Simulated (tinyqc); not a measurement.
FCI on RHF in the sto-3g basis, frozen core, for HF, spin multiplicity 1, step by step. Computed by tinyqc, a small Python program that keeps every step (integrals from PySCF). Settings: charge = 0, multiplicity = 1, basis = sto-3g, method = RHF, frozen orbitals = 1, energy threshold = 1e-10, iteration cap = 75, orthogonalisation = symmetric, start = atomic densities, DIIS depth = 6, ci = FCI. Command: `OMP_NUM_THREADS=1 python tinyqc.py 29513 29514 out.jsonl` (the two numbers bound the seeds that draw the settings). One thread of a shared host (Intel(R) Xeon(R) Processor @ 2.60GHz), about 0.1 s of CPU time with the checks. Later iterations appear only in the table of the cycle.

## One-electron integrals

Geometry (angstrom):
```
atom,x,y,z
F,0.000000,0.000000,0.000000
H,0.000000,0.000000,1.110000
```

Basis sto-3g: exponents (1/bohr^2) and contraction coefficients of normalised primitives:
```
element,l (shell),exponent,coefficient
F,s (1),166.679130,0.154329
F,s (1),30.360812,0.535328
F,s (1),8.216821,0.444635
F,s (2),6.464803,-0.099967
F,s (2),1.502281,0.399513
F,s (2),0.488588,0.700115
F,p (3),6.464803,0.155916
F,p (3),1.502281,0.607684
F,p (3),0.488588,0.391957
H,s (1),3.425251,0.154329
H,s (1),0.623914,0.535328
H,s (1),0.168855,0.444635
```

Overlap, kinetic and nuclear-attraction integrals over the contracted functions; the nuclear repulsion is the sum of Za Zb / Rab.

nuclear repulsion = 4.29062603 hartree

overlap S, lower triangle:
```
,1F 1s,1F 2s,1F 2px,1F 2py,1F 2pz,2H 1s
1F 1s,1.000000
1F 2s,0.237990,1.000000
1F 2px,0.000000,0.000000,1.000000
1F 2py,0.000000,0.000000,0.000000,1.000000
1F 2pz,0.000000,0.000000,0.000000,0.000000,1.000000
2H 1s,0.031164,0.330457,0.000000,0.000000,0.278993,1.000000
```

kinetic energy T (hartree), lower triangle:
```
,1F 1s,1F 2s,1F 2px,1F 2py,1F 2pz,2H 1s
1F 1s,36.984577
1F 2s,-0.212858,1.037995
1F 2px,0.000000,0.000000,3.248015
1F 2py,0.000000,0.000000,0.000000,3.248015
1F 2pz,0.000000,0.000000,0.000000,0.000000,3.248015
2H 1s,-0.007503,0.047887,0.000000,0.000000,0.146128,0.760032
```

nuclear attraction V (hartree), lower triangle:
```
,1F 1s,1F 2s,1F 2px,1F 2py,1F 2pz,2H 1s
1F 1s,-77.486316
1F 2s,-9.290267,-12.017140
1F 2px,0.000000,0.000000,-11.900533
1F 2py,0.000000,0.000000,0.000000,-11.900533
1F 2pz,-0.010276,-0.126981,0.000000,0.000000,-11.972395
2H 1s,-1.247505,-2.916378,0.000000,0.000000,-2.142523,-5.431735
```

core Hamiltonian H = T + V (hartree), lower triangle:
```
,1F 1s,1F 2s,1F 2px,1F 2py,1F 2pz,2H 1s
1F 1s,-40.501739
1F 2s,-9.503125,-10.979145
1F 2px,0.000000,0.000000,-8.652518
1F 2py,0.000000,0.000000,0.000000,-8.652518
1F 2pz,-0.010276,-0.126981,0.000000,0.000000,-8.724381
2H 1s,-1.255008,-2.868491,0.000000,0.000000,-1.996394,-4.671704
```

## Two-electron integrals

Functions are numbered as in S; the eight-fold symmetry (ij|kl) = (ji|kl) = (kl|ij) leaves the list below.

Two-electron integrals (ij|kl) in chemists' order, unique and non-zero (hartree):
```
i,j,k,l,(ij|kl)
1,1,1,1,5.403501
2,1,1,1,0.841920
2,1,2,1,0.156299
2,2,1,1,1.268028
2,2,2,1,0.292344
2,2,2,2,0.926167
3,1,3,1,0.027998
3,2,3,1,0.043169
3,2,3,2,0.204588
3,3,1,1,1.264502
3,3,2,1,0.292403
3,3,2,2,0.925959
3,3,3,3,0.997514
4,1,4,1,0.027998
4,2,4,1,0.043169
4,2,4,2,0.204588
4,3,4,3,0.053770
4,4,1,1,1.264502
4,4,2,1,0.292403
4,4,2,2,0.925959
4,4,3,3,0.889973
4,4,4,4,0.997514
5,1,5,1,0.027998
5,2,5,1,0.043169
5,2,5,2,0.204588
5,3,5,3,0.053770
5,4,5,4,0.053770
5,5,1,1,1.264502
5,5,2,1,0.292403
5,5,2,2,0.925959
5,5,3,3,0.889973
5,5,4,4,0.889973
5,5,5,5,0.997514
6,1,1,1,0.111672
6,1,2,1,0.020566
6,1,2,2,0.038257
6,1,3,3,0.038198
6,1,4,4,0.038198
6,1,5,1,0.000839
6,1,5,2,0.001578
6,1,5,5,0.038382
6,1,6,1,0.002734
6,2,1,1,0.294984
6,2,2,1,0.068974
6,2,2,2,0.245239
6,2,3,3,0.241581
6,2,4,4,0.241581
6,2,5,1,0.004704
6,2,5,2,0.037356
6,2,5,5,0.252312
6,2,6,1,0.009217
6,2,6,2,0.081269
6,3,3,1,0.007072
6,3,3,2,0.042468
6,3,5,3,0.007779
6,3,6,3,0.011808
6,4,4,1,0.007072
6,4,4,2,0.042468
6,4,5,4,0.007779
6,4,6,4,0.011808
6,5,1,1,0.205861
6,5,2,1,0.048736
6,5,2,2,0.185481
6,5,3,3,0.177657
6,5,4,4,0.177657
6,5,5,1,0.009971
6,5,5,2,0.069126
6,5,5,5,0.200915
6,5,6,1,0.006773
6,5,6,2,0.075457
6,5,6,5,0.081370
6,6,1,1,0.466958
6,6,2,1,0.110962
6,6,2,2,0.455827
6,6,3,3,0.440831
6,6,4,4,0.440831
6,6,5,1,0.009072
6,6,5,2,0.102504
6,6,5,5,0.485338
6,6,6,1,0.014906
6,6,6,2,0.197834
6,6,6,5,0.213764
6,6,6,6,0.774606
```

## Orthogonalisation

S = U s U^T; symmetric (Loewdin) form X = U s^(-1/2) U^T, so that X^T S X = 1.

eigenvalues of S: 0.538074  0.847367  1.000000  1.000000  1.128697  1.485862

X, lower triangle:
```
,1F 1s,1F 2s,1F 2px,1F 2py,1F 2pz,2H 1s
1F 1s,1.022854
1F 2s,-0.128885,1.072160
1F 2px,0.000000,0.000000,1.000000
1F 2py,0.000000,0.000000,0.000000,1.000000
1F 2pz,-0.004497,0.041203,0.000000,0.000000,1.033958
2H 1s,0.017402,-0.192011,0.000000,0.000000,-0.158870,1.082260
```

## Starting guess

The start is atomic minimal-basis densities projected into this basis (PySCF's MINAO start) and scaled to the electron count of each spin; this density is not idempotent, so its energy is not variational and may lie below the converged one.

D at the start, lower triangle:
```
,1F 1s,1F 2s,1F 2px,1F 2py,1F 2pz,2H 1s
1F 1s,2.156888
1F 2s,-0.506751,2.134855
1F 2px,0.000000,0.000000,1.636772
1F 2py,0.000000,0.000000,0.000000,1.636772
1F 2pz,0.012897,-0.070387,0.000000,0.000000,1.534888
2H 1s,-0.015312,0.052114,0.000000,0.000000,0.170489,1.012409
```

## Iteration 1: building the Fock matrix

J_ij = sum D_kl (ij|kl), K_ij = sum D_kl (ik|jl); F = H + J - 0.5 K; E = tr D H + tr D J / 2 - 0.25 tr D K + E_nn.

Coulomb J (hartree), lower triangle:
```
,1F 1s,1F 2s,1F 2px,1F 2py,1F 2pz,2H 1s
1F 1s,20.159064
1F 2s,3.823146,9.417465
1F 2px,0.000000,0.000000,9.394110
1F 2py,0.000000,0.000000,0.000000,9.394110
1F 2pz,0.007695,0.103505,0.000000,0.000000,9.437255
2H 1s,0.503727,2.497058,0.000000,0.000000,1.922895,4.918935
```

exchange K (hartree), lower triangle:
```
,1F 1s,1F 2s,1F 2px,1F 2py,1F 2pz,2H 1s
1F 1s,11.271539
1F 2s,1.936993,3.120270
1F 2px,0.000000,0.000000,2.275461
1F 2py,0.000000,0.000000,0.000000,2.275461
1F 2pz,0.007608,0.066742,0.000000,0.000000,2.318278
2H 1s,0.282433,1.000435,0.000000,0.000000,0.712286,1.200422
```

Fock matrix F (hartree), lower triangle:
```
,1F 1s,1F 2s,1F 2px,1F 2py,1F 2pz,2H 1s
1F 1s,-25.978444
1F 2s,-6.648475,-3.121815
1F 2px,0.000000,0.000000,-0.396139
1F 2py,0.000000,0.000000,0.000000,-0.396139
1F 2pz,-0.006385,-0.056847,0.000000,0.000000,-0.446265
2H 1s,-0.892498,-0.871651,0.000000,0.000000,-0.429642,-0.352980
```

total energy of this density = -99.22643362 hartree

This density is the starting one; it is not idempotent, so its energy is not variational and may lie below the converged one.

## Iteration 1: diagonalisation and new density

Diagonalise F' = X^T F X, C = X C', fill 5 alpha and 5 beta electrons from the bottom; D = 2 C_occ C_occ^T. Each column has its largest component positive (the first on a tie).

F' = X^T F X (hartree), lower triangle:
```
,1,2,3,4,5,6
1,-25.506283
2,-3.405107,-1.879922
3,0.000000,0.000000,-0.396139
4,0.000000,0.000000,0.000000,-0.396139
5,-0.025515,0.046782,0.000000,0.000000,-0.342857
6,-0.086620,-0.449716,0.000000,0.000000,-0.388508,-0.030275
```

orbital energies (hartree): MO1 -25.988116, MO2 -1.527779, MO3 -0.565403, MO4 -0.396139, MO5 -0.396139, MO6 0.321960

coefficients C:
```
,MO1,MO2,MO3,MO4,MO5,MO6
1F 1s,0.994828,-0.255570,0.052964,0.000000,0.000000,0.073223
1F 2s,0.021372,0.977865,-0.262208,0.000000,0.000000,-0.423410
1F 2px,0.000000,0.000000,0.000000,0.029976,0.999551,0.000000
1F 2py,0.000000,0.000000,0.000000,0.999551,-0.029976,0.000000
1F 2pz,0.001247,0.050273,0.808668,0.000000,0.000000,-0.662989
2H 1s,-0.003559,0.121647,0.407911,0.000000,0.000000,1.025912
```

D after iteration 1, lower triangle:
```
,1F 1s,1F 2s,1F 2px,1F 2py,1F 2pz,2H 1s
1F 1s,2.115607
1F 2s,-0.485077,2.050858
1F 2px,0.000000,0.000000,2.000000
1F 2py,0.000000,0.000000,0.000000,2.000000
1F 2pz,0.062444,-0.325705,0.000000,0.000000,1.312946
2H 1s,-0.026052,0.023841,0.000000,0.000000,0.671951,0.362404
```

Within a degenerate level the vectors are fixed only up to a rotation; this is one choice.

## Iteration 7 (converged): orbitals

converged F (hartree), lower triangle:
```
,1F 1s,1F 2s,1F 2px,1F 2py,1F 2pz,2H 1s
1F 1s,-25.907802
1F 2s,-6.624274,-3.024477
1F 2px,0.000000,0.000000,-0.462097
1F 2py,0.000000,0.000000,0.000000,-0.462097
1F 2pz,-0.018354,-0.045265,0.000000,0.000000,-0.261303
2H 1s,-0.883941,-0.815037,0.000000,0.000000,-0.486772,-0.382390
```

As before.

F' = X^T F X (hartree), lower triangle:
```
,1,2,3,4,5,6
1,-25.436961
2,-3.400826,-1.795147
3,0.000000,0.000000,-0.462097
4,0.000000,0.000000,0.000000,-0.462097
5,-0.041565,0.074125,0.000000,0.000000,-0.126566
6,-0.084165,-0.404013,0.000000,0.000000,-0.478356,-0.059394
```

orbital energies (hartree): MO1 -25.917237, MO2 -1.428531, MO3 -0.525301, MO4 -0.462097, MO5 -0.462097, MO6 0.453000

coefficients C:
```
,MO1,MO2,MO3,MO4,MO5,MO6
1F 1s,0.994895,-0.255568,0.062170,0.000000,0.000000,0.064564
1F 2s,0.021158,0.979410,-0.321263,0.000000,0.000000,-0.376569
1F 2px,0.000000,0.000000,0.000000,0.015132,0.999886,0.000000
1F 2py,0.000000,0.000000,0.000000,0.999886,-0.015132,0.000000
1F 2pz,0.001780,0.043006,0.687961,0.000000,0.000000,-0.787962
2H 1s,-0.003920,0.119651,0.573224,0.000000,0.000000,0.943812
```

D after iteration 7, lower triangle:
```
,1F 1s,1F 2s,1F 2px,1F 2py,1F 2pz,2H 1s
1F 1s,2.117993
1F 2s,-0.498459,2.125802
1F 2px,0.000000,0.000000,2.000000
1F 2py,0.000000,0.000000,0.000000,2.000000
1F 2pz,0.067100,-0.357717,0.000000,0.000000,0.950287
2H 1s,0.002316,-0.134102,0.000000,0.000000,0.798989,0.685834
```

Within a degenerate level the vectors are fixed only up to a rotation; this is one choice.

## Convergence

Stop when the energy changes by less than 1e-10 hartree and every element of the error matrix X^T (F D S - S D F) X is below 3e-06.

Course of the cycle:
```
iteration,E (hartree),change,largest element of the error matrix
1,-99.22643362,-,9.59e-01
2,-98.49952187,7.27e-01,2.85e-01
3,-98.54912781,-4.96e-02,2.35e-02
4,-98.54964190,-5.14e-04,3.31e-03
5,-98.54964892,-7.02e-06,4.46e-05
6,-98.54964892,-1.46e-09,9.76e-07
7,-98.54964892,-4.69e-13,5.01e-09
```

PySCF RHF in the same basis = -98.54964892 hartree

Converged in 7 iterations.

## Populations, bond orders and dipole

Mulliken: Z minus the diagonal of D S on the atom; Loewdin: the same with S^(1/2) D S^(1/2); Mayer order: 2 sum_s sum (D(s) S)_ij (D(s) S)_ji over the two atoms.

Charges (e):
```
atom,Mulliken,Loewdin
1F,-0.135496,-0.106853
2H,0.135496,0.106853
```

Mayer bond orders:
```
pair,order
2-1,0.981641
```

dipole moment about the origin, x y z (debye): 0.000000  0.000000  1.120355

## Integrals over molecular orbitals

(pq|rs) = sum C_ip C_jq C_kr C_ls (ij|kl), one index at a time.

one-electron integrals over orbitals h = C^T H C (hartree), lower triangle:
```
,1,2,3,4,5,6
1,-40.484128
2,0.715821,-9.129255
3,-0.165067,0.539428,-7.126595
4,0.000000,0.000000,0.000000,-8.652518
5,0.000000,0.000000,0.000000,0.000000,-8.652518
6,-0.176184,0.945997,2.105822,0.000000,0.000000,-6.060807
```

Two-electron integrals over orbitals (pq|rs), unique and non-zero (hartree); the lowest 1 orbital is frozen and left out:
```
p,q,r,s,(pq|rs)
2,2,2,2,0.864198
3,2,2,2,-0.039552
3,2,3,2,0.145997
3,3,2,2,0.719252
3,3,3,2,-0.026146
3,3,3,3,0.710132
4,2,4,2,0.186337
4,3,4,2,-0.034186
4,3,4,3,0.039826
4,4,2,2,0.888501
4,4,3,2,-0.073030
4,4,3,3,0.708708
4,4,4,4,0.997514
5,2,5,2,0.186337
5,3,5,2,-0.034186
5,3,5,3,0.039826
5,4,5,4,0.053770
5,5,2,2,0.888501
5,5,3,2,-0.073030
5,5,3,3,0.708708
5,5,4,4,0.889973
5,5,5,5,0.997514
6,2,2,2,-0.104055
6,2,3,2,-0.065620
6,2,3,3,-0.026545
6,2,4,4,-0.102148
6,2,5,5,-0.102148
6,2,6,2,0.092770
6,3,2,2,-0.209117
6,3,3,2,0.089170
6,3,3,3,-0.104982
6,3,4,4,-0.226394
6,3,5,5,-0.226394
6,3,6,2,0.045512
6,3,6,3,0.210087
6,4,4,2,-0.034247
6,4,4,3,-0.019633
6,4,6,4,0.030037
6,5,5,2,-0.034247
6,5,5,3,-0.019633
6,5,6,5,0.030037
6,6,2,2,0.656442
6,6,3,2,0.056038
6,6,3,3,0.660428
6,6,4,4,0.636303
6,6,5,5,0.636303
6,6,6,2,-0.059833
6,6,6,3,-0.021338
6,6,6,6,0.693338
```

## FCI: determinants and Hamiltonian

one-electron integrals dressed by the frozen orbital, h + 2 (pq|11) - (p1|1q) (hartree), lower triangle:
```
,2,3,4,5,6
2,-6.766565
3,0.289446,-5.283117
4,0.000000,0.000000,-6.154040
5,0.000000,0.000000,0.000000,-6.154040
6,0.586413,1.323906,0.000000,0.000000,-4.363020
```

energy of the frozen orbital, 2 h_11 + (11|11) = -75.60448868 hartree

Hartree-Fock energy = -98.54964892 hartree

Slater-Condon rules over spin orbitals, with the nuclear repulsion and the energy of the frozen orbital added and E(HF) subtracted on the diagonal. Only determinants linked to the reference directly or through others are kept (one block of an abelian symmetry group), so some states are absent.

Occupation strings over the orbitals (2 doubly, a alpha, b beta, 0 empty; spin orbitals ordered 1a 1b 2a 2b ...): 222220 22a22b 2a222b 22b22a 2b222a 222202 222022 220222 2ab222 2ba222 202222

H - E(HF) between determinants (hartree), lower triangle:
```
,222220,22a22b,2a222b,22b22a,2b222a,222202,222022,220222,2ab222,2ba222,202222
222220,0.000000
22a22b,0.000000,0.527960
2a222b,0.000000,-0.010526,1.317858
22b22a,0.000000,-0.210087,-0.045512,0.527960
2b222a,0.000000,-0.045512,-0.092770,-0.010526,1.317858
222202,0.030037,0.019633,0.034247,-0.019633,-0.034247,1.035907
222022,0.030037,0.019633,0.034247,-0.019633,-0.034247,0.053770,1.035907
220222,0.210087,0.083644,-0.089170,-0.083644,0.089170,0.039826,0.039826,1.138535
2ab222,-0.045512,0.089170,-0.187779,-0.033289,0.065620,0.034186,0.034186,0.092710,1.941537
2ba222,0.045512,-0.033289,0.065620,0.089170,-0.187779,-0.034186,-0.034186,-0.092710,-0.145997,1.941537
202222,0.092770,0.065620,0.044222,-0.065620,-0.044222,0.186337,0.186337,0.145997,0.106116,-0.106116,2.880367
```

## FCI: roots

Diagonalise (each vector has its largest component positive (the first on a tie)); all determinants have Ms = 0, so triplets appear too. The lowest singlet root is the correlation energy.

lowest roots of this matrix, relative to E(HF) (hartree): -0.044040  0.312834  0.693384  0.982137  1.011764  1.164144  1.202169  1.366217

lowest vectors:
```
,root 1,root 2,root 3,root 4
222220,0.982215,0.000000,-0.063427,0.000000
22a22b,0.017567,0.705578,0.679614,0.000000
2a222b,-0.004778,0.040225,-0.080907,0.000000
22b22a,-0.017567,0.705578,-0.679614,0.000000
2b222a,0.004778,0.040225,0.080907,0.000000
222202,-0.018093,0.000000,-0.009637,0.707107
222022,-0.018093,0.000000,-0.009637,-0.707107
220222,-0.178202,0.000000,-0.227178,0.000000
2ab222,0.028855,-0.023278,-0.059964,0.000000
2ba222,-0.028855,-0.023278,0.059964,0.000000
202222,-0.022694,0.000000,-0.012194,0.000000
```

<S^2> of these roots: 0.000000  2.000000  0.000000  0.000000  0.000000  0.000000  2.000000  0.000000

weight of the ground state by excitation level 0, 1, 2, ...: 0.964746  0.000663  0.034591
